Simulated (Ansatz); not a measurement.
Species: O₂, charge 0, triplet. O2 (SMILES O=O, triplet).
B3LYP-D3(BJ)/def2-TZVP minimum from Ansatz (a program for electronic structure):
```
O
O 1 1.2043
```
Charge 0, spin multiplicity 3.

Property: atomisation energy (electronic, to ground-state atoms), in kJ/mol. Radicals and triplets start from unrestricted determinants; spin-orbit coupling is neglected. CBS(X,Y): correlation extrapolated as X^-3, Hartree-Fock from the larger set (Q,5: extrapolated as (X+1)exp(-9√X)). A bracket is a step between two methods taken in the basis named. Functionals run without relativity, which enters their misses. '+ core + X2C': CCSD(T) terms for core correlation (cc-pwCVTZ) and scalar relativity (cc-pVTZ-DK). The UHF reference of O2 (O=O, triplet) is spin-contaminated (<S^2> up to 0.05 over the pure value in the sets run).

CCSD(T)/CBS(cc-pVQZ,cc-pV5Z) + [CCSDT(Q) - CCSD(T)]/cc-pVTZ + [CCSDTQ - CCSDT(Q)]/cc-pVDZ + core + X2C (Ansatz) gives 504.0 kJ/mol.

Task: What does PBE/def2-TZVPD (Ansatz) give here, and how do the other levels compare?

Result: PBE gives 600.0 kJ/mol, 96.0 kJ/mol above it. Differences of the others: r2SCAN/def2-TZVPD (Ansatz) 38.0; B3LYP/def2-TZVPD (Ansatz) 12.8; PBE0/def2-TZVPD (Ansatz) 15.5; wB97M-V/def2-TZVPD (Ansatz) 9.7; CCSD(T)/CBS(cc-pVQZ,cc-pV5Z) + core + X2C (Ansatz) -2.4 kJ/mol. Nearer than PBE: r2SCAN/def2-TZVPD, B3LYP/def2-TZVPD, PBE0/def2-TZVPD, wB97M-V/def2-TZVPD, CCSD(T)/CBS(cc-pVQZ,cc-pV5Z) + core + X2C.
